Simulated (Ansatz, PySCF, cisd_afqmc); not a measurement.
System: SiO, charge 0, singlet. SiO (SMILES O=[Si]).
B3LYP-D3(BJ)/def2-TZVP minimum from Ansatz (a program for electronic structure):
```xyz
2

Si     0.0000     0.0000    -0.5502
O      0.0000     0.0000     0.9629
```

Quantity: enthalpy of formation at 298 K (by atomisation, with ideal-gas terms from PySCF's Hessian at B3LYP-D3(BJ)/def2-TZVP and the atoms' measured values of the G2/97 table; no spin-orbit terms), in kJ/mol. UHF or UKS for unpaired electrons; spin-orbit terms are left out. Cores are frozen in correlated methods. Rows without X2C or -DK are non-relativistic. AFQMC/CISD: phaseless, guided by CISD from CCSD amplitudes; bars are statistical, one sigma. Outlying blocks are dropped, and bars are widened where a walk drifts. Over all cases where full CI ran beside it in this data, AFQMC minus full CI had a median of +0.1 mEh and passed +0.4 mEh in a tenth of the cases. CBS(X,Y): correlation extrapolated as X^-3, Hartree-Fock from the larger set (Q,5: extrapolated as (X+1)exp(-9√X)). A bracket is a step between two methods taken in the basis named. '+ core + X2C': CCSD(T) terms for core correlation (cc-pwCVTZ, 1s frozen past Ne) and scalar relativity (cc-pVTZ-DK). The T1 diagnostic of OSi (O=[Si], singlet) reaches 0.030 in the sets run.

```
level                                                                                                                               program  enthalpy of formation at 298 K (kJ/mol)  difference against the last row
----------------------------------------------------------------------------------------------------------------------  -------------------  ---------------------------------------  -------------------------------
CCSD/cc-pV(Q+d)Z                                                                                                                     Ansatz                                    -51.1                             52.6
CCSD/CBS(cc-pV(Q+d)Z,cc-pV(5+d)Z)                                                                                                    Ansatz                                    -65.5                             38.2
CCSD(T)/CBS(cc-pV(T+d)Z,cc-pV(Q+d)Z) + core + X2C                                                                                    Ansatz                                    -99.4                              4.3
CCSD(T)/CBS(cc-pV(Q+d)Z,cc-pV(5+d)Z) + core + X2C                                                                                    Ansatz                                   -103.2                              0.5
CCSDT(Q)/cc-pV(T+d)Z                                                                                                                 Ansatz                                    -66.0                             37.7
CCSDT(Q)/cc-pV(Q+d)Z                                                                                                                 Ansatz                                    -86.7                             17.0
CCSD(T)/CBS(cc-pV(Q+d)Z,cc-pV(5+d)Z) + [CCSDT(Q) - CCSD(T)]/cc-pV(D+d)Z + core + X2C                                                 Ansatz                                   -107.7                             -4.0
CCSD(T)/CBS(cc-pV(Q+d)Z,cc-pV(5+d)Z) + [AFQMC/CISD - CCSD(T)]/cc-pV(Q+d)Z + core + X2C                                  Ansatz + cisd_afqmc                             -103.8 ± 1.3                             -0.1
CCSD(T)/CBS(cc-pV(Q+d)Z,cc-pV(5+d)Z) + [CCSDT(Q) - CCSD(T)]/cc-pV(Q+d)Z + [CCSDTQ - CCSDT(Q)]/cc-pV(D+d)Z + core + X2C               Ansatz                                   -103.7                              0.0
```
